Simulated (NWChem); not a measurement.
System: acetone (C3H6O); SMILES CC(C)=O

Here is an NWChem input.

```
start job
memory heap 200 mb stack 900 mb global 1100 mb
geometry units angstroms noautosym nocenter noautoz
  C     -1.291558    -0.000697    -0.615451
  C      0.000000     0.000000     0.188781
  C      1.291558     0.000697    -0.615451
  O      0.000000     0.000000     1.408729
  H     -1.335866    -0.889090    -1.279921
  H     -1.339836     0.890236    -1.276135
  H     -2.158380    -0.004575     0.069814
  H      2.158380     0.004575     0.069814
  H      1.339836    -0.890236    -1.276135
  H      1.335866     0.889090    -1.279921
end
basis spherical
  * library 6-311g**
end
dft
  xc b3lyp
  iterations 150
end
tddft
  cis
  ecut -17.5
  nroots 6
  notriplet
end
task tddft energy
```

NWChem printed, in part:

```
             Northwest Computational Chemistry Package (NWChem) 7.3.0
             --------------------------------------------------------

                             Geometry "geometry" -> ""
                             -------------------------

 Output coordinates in angstroms (scale by  1.889725989 to convert to a.u.)

  No.       Tag          Charge          X              Y              Z
 ---- ---------------- ---------- -------------- -------------- --------------
    1 C                    6.0000    -1.29155800    -0.00069700    -0.61545100
    2 C                    6.0000     0.00000000     0.00000000     0.18878100
    3 C                    6.0000     1.29155800     0.00069700    -0.61545100
    4 O                    8.0000     0.00000000     0.00000000     1.40872900
    5 H                    1.0000    -1.33586600    -0.88909000    -1.27992100
    6 H                    1.0000    -1.33983600     0.89023600    -1.27613500
    7 H                    1.0000    -2.15838000    -0.00457500     0.06981400
    8 H                    1.0000     2.15838000     0.00457500     0.06981400
    9 H                    1.0000     1.33983600    -0.89023600    -1.27613500
   10 H                    1.0000     1.33586600     0.88909000    -1.27992100

 Effective nuclear repulsion energy (a.u.)     118.5150020754

                                 NWChem DFT Module
                                 -----------------

 Summary of "ao basis" -> "ao basis" (spherical)
 ------------------------------------------------------------------------------
       Tag                 Description            Shells   Functions and Types
 ---------------- ------------------------------  ------  ---------------------
 C                          6-311g**                 8       18   4s3p1d
 O                          6-311g**                 8       18   4s3p1d
 H                          6-311g**                 4        6   3s1p

            General Information
            -------------------
          SCF calculation type: DFT
          Wavefunction type:  closed shell.
          No. of atoms     :    10
          No. of electrons :    32
           Alpha electrons :    16
            Beta electrons :    16
          Charge           :     0
          Spin multiplicity:     1
          Use of symmetry is: off; symmetry adaption is: off
          Maximum number of iterations: 150
          AO basis - number of functions:   108
                     number of shells:    56
          Convergence on energy requested:  1.00D-06
          Convergence on density requested:  1.00D-05
          Convergence on gradient requested:  5.00D-04

              XC Information
              --------------
                         B3LYP Method XC Potential
                     Hartree-Fock (Exact) Exchange  0.200
                        Slater Exchange Functional  0.800 local
                    Becke 1988 Exchange Functional  0.720 non-local
              Lee-Yang-Parr Correlation Functional  0.810
                  VWN I RPA Correlation Functional  0.190 local

             Grid Information
             ----------------
          Grid used for XC integration:  medium
          Radial quadrature: Mura-Knowles
          Angular quadrature: Lebedev.
          Tag              B.-S. Rad. Rad. Pts. Rad. Cut. Ang. Pts.
          ---              ---------- --------- --------- ---------
          C                   0.70       49          10.0       434
          O                   0.60       49           9.0       434
          H                   0.35       45          12.0       434
          Grid pruning is: on
          Number of quadrature shells:   466
          Spatial weights used:  Erf1

      Superposition of Atomic Density Guess
      -------------------------------------

 Sum of atomic energies:        -190.78063831

      Non-variational initial energy
      ------------------------------

 Total energy =    -192.938843
 1-e energy   =    -492.039561
 2-e energy   =     180.585717
 HOMO         =      -0.331505
 LUMO         =      -0.011851

   convergence    iter        energy       DeltaE   RMS-Dens  Diis-err
 ---------------- ----- ----------------- --------- --------- ---------
 d= 0,ls=0.0,diis     1   -193.0916188276 -3.12D+02  1.94D-02  1.13D+00
 d= 0,ls=0.0,diis     2   -192.7567749064  3.35D-01  1.53D-02  4.64D+00
 d= 0,ls=0.0,diis     3   -193.2074653052 -4.51D-01  1.09D-03  5.30D-02
 d= 0,ls=0.0,diis     4   -193.2112931771 -3.83D-03  4.87D-04  6.24D-03
 d= 0,ls=0.0,diis     5   -193.2118871094 -5.94D-04  1.53D-04  4.01D-04
  Resetting Diis
 d= 0,ls=0.0,diis     6   -193.2119386593 -5.15D-05  2.10D-05  6.64D-06
 d= 0,ls=0.0,diis     7   -193.2119394085 -7.49D-07  1.67D-05  7.05D-07
 d= 0,ls=0.0,diis     8   -193.2119392916  1.17D-07  9.02D-06  2.12D-06

         Total DFT energy =     -193.211939291639
      One electron energy =     -495.753344135401
           Coulomb energy =      211.111234683096
    Exchange-Corr. energy =      -27.084831914749
 Nuclear repulsion energy =      118.515002075415

 Numeric. integr. density =       32.000016035625

                       DFT Final Molecular Orbital Analysis
                       ------------------------------------

 Vector   14  Occ=2.000000D+00  E=-3.822391D-01
              MO Center= -2.0D-07,  4.9D-09, -2.7D-01, r^2= 3.7D+00
   Bfn.  Coefficient  Atom+Function         Bfn.  Coefficient  Atom+Function
  ----- ------------  ---------------      ----- ------------  ---------------
     7      0.189826   1 C  px               43      0.189826   3 C  px
    86     -0.175404   7 H  s                92      0.175404   8 H  s
    25     -0.140616   2 C  px               11      0.138672   1 C  px
    47      0.138672   3 C  px                3      0.129173   1 C  px
    39      0.129173   3 C  px               85     -0.129194   7 H  s

 Vector   15  Occ=2.000000D+00  E=-3.536799D-01
              MO Center= -2.7D-09,  1.2D-09,  5.6D-01, r^2= 2.4D+00
   Bfn.  Coefficient  Atom+Function         Bfn.  Coefficient  Atom+Function
  ----- ------------  ---------------      ----- ------------  ---------------
    62      0.325308   4 O  py               66      0.293213   4 O  py
    58      0.224638   4 O  py               26      0.177153   2 C  py
    30      0.171458   2 C  py               22      0.121787   2 C  py
     8     -0.097989   1 C  py               44     -0.097989   3 C  py
    74      0.095962   5 H  s                80     -0.096064   6 H  s

 Vector   16  Occ=2.000000D+00  E=-2.538622D-01
              MO Center= -6.5D-09,  9.5D-10,  8.3D-01, r^2= 1.9D+00
   Bfn.  Coefficient  Atom+Function         Bfn.  Coefficient  Atom+Function
  ----- ------------  ---------------      ----- ------------  ---------------
    65      0.387128   4 O  px               61      0.382855   4 O  px
    10      0.269557   1 C  s                46     -0.269557   3 C  s
    57      0.269308   4 O  px               13      0.117249   1 C  pz
    49     -0.117249   3 C  pz               11      0.113840   1 C  px
    25     -0.113694   2 C  px               47      0.113840   3 C  px

 Vector   17  Occ=0.000000D+00  E=-2.319762D-02
              MO Center= -5.7D-10, -3.1D-10,  2.4D-01, r^2= 2.4D+00
   Bfn.  Coefficient  Atom+Function         Bfn.  Coefficient  Atom+Function
  ----- ------------  ---------------      ----- ------------  ---------------
    30      0.502833   2 C  py               66     -0.422843   4 O  py
    26      0.363915   2 C  py               62     -0.266296   4 O  py
    75      0.255841   5 H  s                81     -0.256927   6 H  s
    99      0.256927   9 H  s               105     -0.255841  10 H  s
    22      0.226254   2 C  py               58     -0.196777   4 O  py

 Vector   18  Occ=0.000000D+00  E= 3.034805D-02
              MO Center=  3.1D-08, -1.1D-09, -1.3D+00, r^2= 6.3D+00
   Bfn.  Coefficient  Atom+Function         Bfn.  Coefficient  Atom+Function
  ----- ------------  ---------------      ----- ------------  ---------------
    10      1.197300   1 C  s                46      1.197300   3 C  s
    75     -0.701345   5 H  s                81     -0.701439   6 H  s
    99     -0.701439   9 H  s               105     -0.701345  10 H  s
    87     -0.313618   7 H  s                93     -0.313618   8 H  s
    13     -0.295398   1 C  pz               49     -0.295398   3 C  pz

 Vector   19  Occ=0.000000D+00  E= 8.180144D-02
              MO Center=  7.2D-08,  2.0D-09, -8.2D-01, r^2= 8.5D+00
   Bfn.  Coefficient  Atom+Function         Bfn.  Coefficient  Atom+Function
  ----- ------------  ---------------      ----- ------------  ---------------
    10      1.196959   1 C  s                46     -1.196959   3 C  s
    75     -0.727838   5 H  s                81     -0.730841   6 H  s
    99      0.730840   9 H  s                87     -0.725933   7 H  s
    93      0.725934   8 H  s               105      0.727838  10 H  s
    11     -0.310657   1 C  px               47     -0.310657   3 C  px

[...]

                                NWChem TDDFT Module
                                -------------------

            General Information
            -------------------
           No. of orbitals :     216
            Alpha orbitals :     108
             Beta orbitals :     108
        Alpha frozen cores :       0
         Beta frozen cores :       0
     Alpha frozen virtuals :       0
      Beta frozen virtuals :       0
         Spin multiplicity :       1
    Number of AO functions :     108
        Use of symmetry is : off
      Symmetry adaption is : off
         Schwarz screening :  0.10D-07

              XC Information
              --------------
                  B3LYP Method XC Potential
              Hartree-Fock (Exact) Exchange   0.20
                 Slater Exchange Functional   0.80 local
             Becke 1988 Exchange Functional   0.72 non-local
       Lee-Yang-Parr Correlation Functional   0.81
           VWN I RPA Correlation Functional   0.19 local

             TDDFT Information
             -----------------
          Calculation type : Tamm-Dancoff TDDFT
         Wavefunction type : Restricted singlets
          No. of electrons :      32
           Alpha electrons :      16
            Beta electrons :      16
              No. of roots :       6
          Max subspacesize :    5200
            Max iterations :     100
               Target root :       1
           Target symmetry : none
             Energy Cutoff :-0.18D+02
      Symmetry restriction : off
                 Algorithm : Optimal
        Davidson threshold :  0.10D-03

    6 smallest eigenvalue differences (eV)
--------------------------------------------------------
  No. Spin  Occ  Vir  Irrep   E(Occ)    E(Vir)   E(Diff)
--------------------------------------------------------
    1    1    1   17 a       -19.109    -0.023   519.346
    2    1    1   18 a       -19.109     0.030   520.803
    3    1    1   19 a       -19.109     0.082   522.203
    4    1    1   20 a       -19.109     0.095   522.554
    5    1    1   21 a       -19.109     0.096   522.585
    6    1    1   22 a       -19.109     0.123   523.321
--------------------------------------------------------

  Entering Davidson iterations
  Restricted singlet excited states

  Iter   NTrls   NConv    DeltaV     DeltaE      Time
  ----  ------  ------  ---------  ---------  ---------
    1      6       0     0.69E-01   0.10+100        8.1
    2     12       0     0.44E-02   0.19E-02        8.0
    3     18       1     0.78E-03   0.23E-04        7.9
    4     23       6     0.81E-04   0.43E-06        7.3
  ----  ------  ------  ---------  ---------  ---------
  Convergence criterion met

  Ground state a        -193.211939291639 a.u.

  ----------------------------------------------------------------------------
  Root   1 singlet a             18.985350914 a.u.              516.6179 eV
  ----------------------------------------------------------------------------
     Transition Moments    X -0.00004   Y  0.05496   Z -0.00000
     Dipole Oscillator Strength                    0.0382254838
     Electric Quadrupole                           0.0008060120
     Magnetic Dipole                               0.0013205288
     Total Oscillator Strength                     0.0403520246

     Occ.    1  a   ---  Virt.   17  a        0.99427
     Occ.    1  a   ---  Virt.   20  a       -0.09498
  ----------------------------------------------------------------------------
  Root   2 singlet a             19.106502009 a.u.              519.9146 eV
  ----------------------------------------------------------------------------
     Transition Moments    X  0.00000   Y  0.00000   Z -0.00447
     Dipole Oscillator Strength                    0.0002544984
     Electric Quadrupole                           0.0000074597
     Magnetic Dipole                               0.0000000000
     Total Oscillator Strength                     0.0002619581

     Occ.    1  a   ---  Virt.   18  a       -0.99904
  ----------------------------------------------------------------------------
  Root   3 singlet a             19.156142010 a.u.              521.2654 eV
  ----------------------------------------------------------------------------
     Transition Moments    X -0.01459   Y -0.00000   Z -0.00000
     Dipole Oscillator Strength                    0.0027200740
     Electric Quadrupole                           0.0000524084
     Magnetic Dipole                               0.0000913845
     Total Oscillator Strength                     0.0028638669

     Occ.    1  a   ---  Virt.   19  a       -0.99665
     Occ.    1  a   ---  Virt.   22  a        0.07150
  ----------------------------------------------------------------------------
  Root   4 singlet a             19.165523435 a.u.              521.5206 eV
  ----------------------------------------------------------------------------
     Transition Moments    X -0.00000   Y  0.00000   Z  0.01413
     Dipole Oscillator Strength                    0.0025506656
     Electric Quadrupole                           0.0000724434
     Magnetic Dipole                               0.0000000000
     Total Oscillator Strength                     0.0026231090

     Occ.    1  a   ---  Virt.   21  a        0.99756
     Occ.    1  a   ---  Virt.   24  a       -0.05018
  ----------------------------------------------------------------------------
  Root   5 singlet a             19.169649367 a.u.              521.6329 eV
  ----------------------------------------------------------------------------
     Transition Moments    X -0.00005   Y -0.00812   Z  0.00000
     Dipole Oscillator Strength                    0.0008434901
     Electric Quadrupole                           0.0000141301
     Magnetic Dipole                               0.0000273711
     Total Oscillator Strength                     0.0008849913

     Occ.    1  a   ---  Virt.   17  a        0.09585
     Occ.    1  a   ---  Virt.   20  a        0.99513
  ----------------------------------------------------------------------------
  Root   6 singlet a             19.196519250 a.u.              522.3641 eV
  ----------------------------------------------------------------------------
     Transition Moments    X -0.00115   Y  0.00007   Z  0.00000
     Dipole Oscillator Strength                    0.0000170577
     Electric Quadrupole                           0.0000005760
     Magnetic Dipole                               0.0000004367
     Total Oscillator Strength                     0.0000180704

     Occ.    1  a   ---  Virt.   19  a       -0.07047
     Occ.    1  a   ---  Virt.   22  a       -0.99672

              Target root =      1
          Target symmetry = none
      Ground state energy =   -193.211939291639
        Excitation energy =     18.985350914167
     Excited state energy =   -174.226588377472

  stored tddft:energy   -174.22658837747241
```

Level: B3LYP/6-311G** (spherical d), restricted-window TDA. All runs use the structure optimised with PBE-D3(BJ)/def2-SVP. The quadrupole and magnetic terms of the printed total strengths depend on the origin.
